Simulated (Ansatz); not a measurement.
A made-up structure of Si2H2F, doublet:

```json
{"atom": "F1", "x (Å)": "-0.6961", "y (Å)": "-1.9028", "z (Å)": "1.6579"}
{"atom": "Si2", "x (Å)": "0.3488", "y (Å)": "-0.4295", "z (Å)": "1.8664"}
{"atom": "Si3", "x (Å)": "0.1362", "y (Å)": "0.5080", "z (Å)": "-0.5892"}
{"atom": "H4", "x (Å)": "-0.7056", "y (Å)": "-0.0913", "z (Å)": "-1.9024"}
{"atom": "H5", "x (Å)": "0.9168", "y (Å)": "1.9157", "z (Å)": "-1.0327"}
```

It is relaxed with PBE-D4/def2-SVP and then PBE0-D4/def2-TZVP (Ansatz 0.2.0). Atoms count as bonded within 1.22 times the sum of their covalent radii (H–H: 0.88 Å). The end point is not checked to be a true minimum.

Does its bonding change? (A judgement: the text doesn't fix the answer.)

The calculation gives: No: no bond forms or breaks.

Where it ends: The first stage lowers the energy by 0.80 eV in 7 steps. It ends as Si₂H₂F ([F][Si][SiH2]):
```xyz
5
angstrom
F -0.6215 -1.6973 1.4786
Si 0.3128 -0.3834 1.6674
Si 0.1214 0.4552 -0.5249
H -0.6303 -0.0853 -1.6949
H 0.8176 1.7107 -0.9263
```

Labels in which every atom is bracketed show which atoms are joined, not bond orders.

For scale, one of the runs: PBE0-D4/def2-TZVP relaxation, 117 basis functions, launched by `ansatz run in.yaml --threads 2 --pin off --events-out ev --progress --plain --max-ram 4352MiB`. Hardware: 2 CPU threads of an Arm Neoverse V2, shared host. Wall time about 20 s.
